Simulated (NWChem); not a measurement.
# HF (hydrogen fluoride): CCSD/cc-pVTZ

What is the vertical singlet–triplet gap of HF (hydrogen fluoride) at CCSD/cc-pVTZ? 

Program for the calculation: NWChem 7.3.0.

1 further run of the same task is left out (set aside as unsound or not needed).

### 1 Starting point

HF has 2 atoms, charge 0, and is taken as a singlet. As SMILES, `F`. Geometry: relaxed at PBE0-D4/def2-TZVP.

Bond lengths: F1–H2 0.920 Å.

### 2 The energy at CCSD/cc-pVTZ

File struct.nw:

```
start struct
title "FH energy"
memory stack 880 mb heap 220 mb global 1100 mb

geometry units angstrom noautosym nocenter noautoz
  F    -0.390000    0.144600   -0.196400
  H     0.390000   -0.144600    0.196400
end

basis "ao basis" spherical bse
  * library cc-pVTZ
end

scf
  singlet
  rhf
  thresh 1e-08
  maxiter 80
  print medium
end

ccsd
  freeze core 1
  maxiter 60
end

task ccsd energy
```

Run with:

```sh
nwchem struct.nw > struct.out
```

The log of the run:

```text
[...]
  functions       =    44
[...]
  wavefunction    = RHF
[...]
         Total SCF energy =   -100.057864648571
      One-electron energy =   -150.620388656057
      Two-electron energy =     45.385571321455
 Nuclear repulsion energy =      5.176952686031
        Time for solution =      1.1s
[...]
 Total MP2 energy:           -100.329781880323793
[...]
             energy      energy      error      ampl     ampl      Block
                                                time     time      time
[...]
 Total CCSD energy:           -100.331968007533135
[...]
```

Wall time 5.4 s (1 thread of Intel Xeon Platinum 8375C at 2.90GHz (Ice Lake), shared host); peak memory 0.1 GiB.

### 3 The triplet at the same level

File input.nw:

```
START input
memory stack 880 mb heap 220 mb global 1100 mb

GEOMETRY units angstrom noautosym nocenter noautoz
F    -0.390000    0.144600   -0.196400
H     0.390000   -0.144600    0.196400
END

BASIS spherical bse
F library cc-pVTZ
H library cc-pVTZ
END

SCF
nopen 2
uhf
thresh 1e-08
maxiter 80
END

TCE
scf
ccsd
freeze core 1
maxiter 60
END

TASK tce
```

Run with:

```sh
nwchem input.nw > input.out
```

The log of the run:

```text
[...]
  functions       =    44
[...]
  wavefunction    = UHF
[...]
         Total SCF energy =    -99.732939552640
      One electron energy =   -148.101758036557
      Two electron energy =     43.191865797886
 Nuclear repulsion energy =      5.176952686031
                       Sz =      1.0000
                 Sz(Sz+1) =      2.0000
                      S^2 =      2.0041
[...]
         Wavefunction type : Unrestricted Hartree-Fock
          No. of electrons :    10
[...]
         Spin multiplicity : triplet
[...]
 CCSD total energy / hartree       =       -99.956777878049664
[...]
```

Wall time 3.9 s (1 thread of Intel Xeon Platinum 8375C at 2.90GHz (Ice Lake), shared host); peak memory 0.21 GiB.

### 4 Results

Level: CCSD/cc-pVTZ, 1 core orbital frozen.

| quantity | value |
| --- | --- |
| singlet: total energy | -100.33197 Eh |
| singlet: HOMO energy (Hartree–Fock orbitals) | -17.49 eV |
| singlet: LUMO energy (Hartree–Fock orbitals) | 3.88 eV |
| singlet: HOMO–LUMO gap (Hartree–Fock orbitals) | 21.37 eV |
| singlet: correlation energy (1 core orbital frozen) | -274.1 mEh |
| triplet: total energy | -99.95678 Eh |
| triplet: HOMO energy (Hartree–Fock orbitals) (highest over α and β) | -5.68 eV |
| triplet: LUMO energy (Hartree–Fock orbitals) (lowest over α and β) | -2.14 eV |
| triplet: correlation energy (1 core orbital frozen) | -223.8 mEh |
| triplet: ⟨S²⟩ of the reference determinant | 2.004 |
| vertical energy of the triplet above the singlet | 10.209 eV |

**Reading.** At this shape the triplet lies 10.21 eV (235 kcal/mol) above the singlet.
